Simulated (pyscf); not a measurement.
CH₄ + NH₂• -> H₃C–NH₂ + H•, a substitution at C (doublet surface; C–H broken, C–N formed). Optimised with ωB97X-D3(BJ)/def2-SVP in PySCF. MP2 and CC: frozen core, UHF for open shells. ΔMP2 is the change of the MP2 total energy from the triple- to the quadruple-zeta basis. Energies in kJ/mol from the separated reactants.

Small-basis levels: PySCF, no dispersion term, spherical d functions. AM1 to PM7: differences of heats of formation from MOPAC. Open shells are spin-unrestricted. 

```json
[
 {"level": "HF/STO-3G", "barrier": "406.9", "reaction energy": "+175.2"},
 {"level": "HF/3-21G", "barrier": "[?]", "reaction energy": "+119.3"},
 {"level": "MP2/6-31G*", "barrier": "[?]", "reaction energy": "+48.3"},
 {"level": "SVWN5/6-31G*", "barrier": "125.0", "reaction energy": "+33.3"},
 {"level": "BP86/6-31G*", "barrier": "187.5", "reaction energy": "+88.1"},
 {"level": "B3LYP/3-21G", "barrier": "212.0", "reaction energy": "+98.3"},
 {"level": "B3LYP/6-31G*", "barrier": "221.3", "reaction energy": "+96.9"},
 {"level": "M06-2X/6-31G*", "barrier": "219.9", "reaction energy": "+70.6"},
 {"level": "B3LYP/6-311+G**", "barrier": "219.2", "reaction energy": "+100.7"},
 {"level": "B3LYP/def2-SVP", "barrier": "213.9", "reaction energy": "+85.4"},
 {"level": "AM1", "barrier": "227.2", "reaction energy": "+62.7"},
 {"level": "PM3", "barrier": "184.7", "reaction energy": "+91.9"},
 {"level": "CCSD(T)/def2-TZVPP + ΔMP2(QZVPP)", "barrier": "[?]", "reaction energy": "+88.7"}
]
```

### Question
Some entries are withheld; supply them.

### Answer

- HF/3-21G, barrier: 314.0
- MP2/6-31G*, barrier: 253.3
- CCSD(T)/def2-TZVPP + ΔMP2(QZVPP), barrier: 225.3

Against the last row the barrier runs from -100.3 (SVWN5/6-31G*) to +181.5 kJ/mol (HF/STO-3G). CCSD(T)/def2-TZVPP + ΔMP2(QZVPP) has limits of its own. The same reactants have a lower exit, to CH₃• + NH₃ (barrier +55.1 kJ/mol at ωB97M-D3(BJ), against +224.1 kJ/mol here). One saddle was located; it need not be the lowest between these sides. The angle at the attacked C is 178°. The CCSD(T) − MP2 part came from Ansatz, without density fitting, on the same reference. A UHF reference is spin-contaminated (<S²> up to 0.86), which harms MP2 most.
